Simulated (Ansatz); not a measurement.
## Which method gave which barrier?

Saddle point of CH$_{3}$S, doublet (CH₃S ([CH3][S]) → CH₃S ([CH2][SH]); bonds formed: H1–S3; bonds broken: H1–C2), PBE0-D4/def2-TZVP structure:

```
5
angstrom
H -1.0606 -0.3021 -0.2326
C 0.3073 0.2290 -0.0183
S -0.3969 -1.2649 0.6105
H 0.8735 0.2079 -0.9412
H 0.2765 1.1301 0.5816
```

Ansatz 0.2.0; basis: def2-TZVPP, with def2-QZVPP for the basis limit; cores frozen in the correlated methods; orbitals are unrestricted. Extrapolation: Hartree–Fock as exp(−7.88 √X), correlation as X^−2.97. Four methods, as single points on the PBE0-D4 structures, gave these electronic barriers from the start structure: 149.3, 155.3, 173.7, 213.9 kJ/mol.

Task: The methods were, in alphabetical order, HF, MP2, PBE-D4, r2SCAN-D4. Which gave which? (Judge from chemistry; the calculation decides.)

Result: Computed: PBE-D4 149.3; r2SCAN-D4 155.3; MP2 173.7; HF 213.9 kJ/mol. For comparison, CCSD(T) at an estimated basis limit (MP2 extrapolated from triple and quadruple zeta, plus CCSD(T) − MP2 in triple zeta) gives 168.2 kJ/mol.

T1 diagnostic: at most 0.020. ⟨S²⟩ of the unrestricted Hartree–Fock references: 0.76 to 0.81 (a pure state has 0.75). The unrestricted reference is spin-contaminated, which hurts MP2 most.

Labels in which every atom is bracketed show which atoms are joined, not bond orders.

For scale, one of the runs: CCSD(T)/def2-TZVPP, 115 basis functions, launched by `ansatz run in.yaml --threads 2 --pin off --events-out ev --progress --plain --max-ram 4352MiB`. The run took 12 s on 2 CPU threads of an Arm Neoverse V1 (shared host), with 0.89 GiB of host memory at its peak.
